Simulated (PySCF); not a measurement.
Continuum solvent and chemical shifts

Numbering as in the mapped SMILES `[CH3:1][C@H:2]1[CH+:3][CH:4]=[CH:5][CH2:6]1`. Hydrogens are named by the atom that carries them. Ha(C6) is cis to C1 on the ring; Hb(C6) is trans to C1 on the ring.

GIAO PBE0/pcSseg-1 in PySCF 2.14.0 with density-fitted response routines on one PBE0-D3(BJ)/def2-SVP conformer, non-relativistic, equivalent nuclei averaged. Solvents enter as an IEF-PCM continuum (chloroform with ε = 4.7, water with ε = 78.4) around the gas-phase geometry. Shifts are referred to TMS computed in the same medium.

Gas phase, δ in ppm: C3 255.3, C5 247.7, C4 152.8, C2 64.7, C6 61.8, C1 16.7, H(C3) 10.85, H(C5) 10.79, H(C4) 8.46, Hb(C6) 4.30, H(C2) 3.89, Ha(C6) 3.71, H(C1) 1.94. Dipole moment 1.56 D.

Question: How does each δ change in the continuum?

Answer: 
```json
{"atoms": "C3", "environment": "carbocation centre", "Δδ, chloroform": "+0.4", "Δδ, water": "+0.6"}
{"atoms": "C5", "environment": "alkene CH", "Δδ, chloroform": "+1.6", "Δδ, water": "+2.4"}
{"atoms": "C4", "environment": "alkene CH", "Δδ, chloroform": "+0.1", "Δδ, water": "+0.1"}
{"atoms": "C2", "environment": "sp3 CH in a ring", "Δδ, chloroform": "-0.2", "Δδ, water": "-0.4"}
{"atoms": "C6", "environment": "allylic sp3 CH2", "Δδ, chloroform": "+0.9", "Δδ, water": "+1.3"}
{"atoms": "C1", "environment": "methyl carbon", "Δδ, chloroform": "+0.2", "Δδ, water": "+0.4"}
{"atoms": "H(C3)", "environment": "hydrogen on a carbocation centre", "Δδ, chloroform": "+0.02", "Δδ, water": "+0.02"}
{"atoms": "H(C5)", "environment": "hydrogen on an alkene CH", "Δδ, chloroform": "+0.05", "Δδ, water": "+0.08"}
{"atoms": "H(C4)", "environment": "hydrogen on an alkene CH", "Δδ, chloroform": "-0.04", "Δδ, water": "-0.06"}
{"atoms": "Hb(C6)", "environment": "hydrogen on an allylic sp3 CH2", "Δδ, chloroform": "+0.02", "Δδ, water": "+0.03"}
{"atoms": "H(C2)", "environment": "hydrogen on an sp3 CH in a ring", "Δδ, chloroform": "+0.02", "Δδ, water": "+0.05"}
{"atoms": "Ha(C6)", "environment": "hydrogen on an allylic sp3 CH2", "Δδ, chloroform": "+0.03", "Δδ, water": "+0.04"}
{"atoms": "H(C1)", "environment": "hydrogen on a methyl carbon", "Δδ, chloroform": "-0.18", "Δδ, water": "-0.25"}
```

Changes are relative to the gas phase. The dipole moment becomes 1.88 D in chloroform, 2.00 D in water.

Question: Which nuclei move most (in ppm), and what does the model miss?

Answer: C5 (alkene CH, +2.4 ppm) in water. A continuum only polarises the solute; specific hydrogen bonds, the anisotropy of aromatic solvents and changes of geometry or conformer are outside it, as are counter-ions.
